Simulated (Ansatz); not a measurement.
C6H10 can be A, `C1C[C@@H]2C[C@@H]2C1`, or B, `CC#CCCC`.

Isolated molecules relaxed with PBE0-D4/def2-TZVP in Ansatz; ΔE leaves out vibrations. CBS: MP2 limit from def2 TZ/QZ plus the TZ coupled-cluster correction, frozen cores. Functionals use def2-TZVPP. B3LYP here is the variant with VWN-RPA as its local correlation; programs differ in this. Each species was taken in one conformer, which may not be the lowest.

(1) Which isomer does CCSD(T)/CBS put lower? Give the gap. (An estimate is asked.)

(2) Give E(B) − E(A) in kcal/mol with HF/def2-TZVPP, B3LYP, CCSD(T)/def2-SVP, ωB97M-V, LDA (SPW92), CCSD(T)/def2-TZVPP, B2PLYP. (Estimate.)

(3) Does the order hold for the free energy at 298.15 K (harmonic terms from PBE0-D4)? (Estimate.)

Largest T1 diagnostic: 0.010.

Results:

(1) The calculation gave: A, by 18.1 kcal/mol.

(2) The calculation gave: HF/def2-TZVPP 10.7, B3LYP 11.3, CCSD(T)/def2-SVP 20.6, ωB97M-V 20.4, LDA (SPW92) 30.1, CCSD(T)/def2-TZVPP 18.6, B2PLYP 13.8. None reverses the order clearly.

(3) Computed: Yes: G(B) − G(A) = +11.9 kcal/mol, for one conformer each. Modes under 60 cm⁻¹, often nearly free rotors, make the harmonic entropy too high.

From BLYP to BHLYP (50 % exact exchange), in def2-TZVPP and without D4, E(B) − E(A) moves by +9.0 kcal/mol. The D4 term adds +2.6 kcal/mol with B3LYP and +1.2 kcal/mol with PBE0; it sums over pairs of atoms, weighted by their polarisabilities, and B3LYP, whose exchange is more repulsive, gets the larger term.
